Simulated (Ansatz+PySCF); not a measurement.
Results of a calculation; reference values are marked as such.
## PySCF 2.14.0 run

```python
from pyscf import gto, scf, mp

mol = gto.M(atom="""
C 0.048260 -0.585370 0.000000
C 0.048260 0.719060 0.000000
H -0.880020 -1.164080 0.000000
H 0.968580 -1.165920 0.000000
H -0.667680 1.527890 0.000000
""", basis='cc-pvtz', charge=0, spin=1)
mf = scf.UHF(mol)
mf.kernel()
pt = mp.MP2(mf, frozen=2).run()
print(mf.e_tot, pt.e_corr, pt.e_tot)
```

The script is written out from the run's settings.

Results

```json
{"Converged": "yes", "Reference energy": "-77.41974 hartree", "Correlation energy": "-0.28511 hartree", "Total energy": "-77.70485 hartree", "Spin squared of the determinant": "0.941"}
```

Caution: the unrestricted determinant is spin contaminated.
